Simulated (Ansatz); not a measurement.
**All-electron card of W**

```yaml
crystal:
  lattice:
    - [-1.59227, 1.59227, 1.59227]
    - [1.59227, -1.59227, 1.59227]
    - [1.59227, 1.59227, -1.59227]
  atoms:
    - { symbol: W, position: [0.00000, 0.00000, 0.00000] }
```

The structure comes from a relaxation in the same program, started in the bcc type, and has space group Im-3m. Whether it is a known phase or the ground state wasn't checked.

No spin–orbit coupling, which matters for the heavy atoms here.

Theory: Ansatz 0.2.0, DFT, PBE, all-electron LAPW, scalar-relativistic.

The runs use a Γ-centred 14×14×14 k mesh, Fermi–Dirac smearing of 0.08 eV, basis error target 0.25 meV/atom, no spin polarisation.

```
Band gap                                          : none: bands cross the Fermi level, a metal
Density of states at the Fermi level (0.2 eV bin) : 0.41 states/eV per cell
Volume per atom                                   : 16.15 Å³
Pressure at this cell                             : 0.09 GPa
```
